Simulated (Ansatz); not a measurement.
The cluster Li₂H⁺, relaxed as a triplet with UKS PBE0-D4/def2-TZVP in Ansatz, starting from the PBE0-D4/def2-TZVP geometry of the charge +1 singlet. Force threshold 0.02 eV/Å.

In the triplet geometry the species has come apart into loosely held pieces. At PBE0-D4/def2-TZVP a singlet of charge 1 lies 4.22 eV below the triplet, each at its own geometry. The structure comes from a short search, and lower isomers may exist.

Start:

```
atom   x (Å)   y (Å)   z (Å)
 Li1   0.600  -0.022  -1.520
 Li2  -0.600   0.021   1.520
  H3   0.000   0.001   0.000
```

| step | energy (eV) | largest force component (eV/Å) | SCF passes |
| --- | --- | --- | --- |
| 1 | -412.9004 | 1.584 | 32 |
| 2 | -413.4097 | 1.008 | 29 |
| 3 | -413.7974 | 1.011 | 30 |
| 4 | -414.1250 | 0.548 | 28 |
| 5 | -414.3061 | 0.398 | 30 |
| 6 | -414.4504 | 0.323 | 41 |
| 7 | -414.5692 | 0.269 | 48 |
| 8 | -414.6721 | 0.220 | 27 |
| 9 | -414.7588 | 0.172 | 28 |
| 10 | -414.8276 | 0.128 | 24 |
| 11 | -414.8795 | 0.092 | 24 |
| 12 | -414.9173 | 0.065 | 24 |
| 13 | -414.9439 | 0.047 | 23 |
| 14 | -414.9626 | 0.036 | 21 |
| 15 | -414.9766 | 0.030 | 20 |
| 16 | -414.9881 | 0.026 | 21 |
| 17 | -414.9981 | 0.024 | 19 |
| 18 | -415.0072 | 0.022 | 20 |
| 19 | -415.0155 | 0.020 | 20 |
| 20 | -415.0234 | 0.019 | 19 |
| 21 | -415.0308 | 0.018 | 20 |
| 22 | -415.0377 | 0.017 | 19 |
| 23 | -415.0443 | 0.016 | 19 |

Force components are those of the run's own axes.

End:

```csv
atom,x (Å),y (Å),z (Å)
Li1,2.1987,-0.6073,-5.3973
Li2,-2.0791,-0.4524,5.4471
H3,-0.1196,1.0598,-0.0498
```

Bonds lost: Li1–H3, Li2–H3 (atoms count from 1). The end holds 3 separate pieces.

The force fell under the threshold at step 20, but the optimiser went on and released 0.021 eV more. No frequencies were taken in this run, so the end may be a saddle point.

Hardware: 4 threads of AMD EPYC 7B13 on a shared host. Wall time 4.9 s.
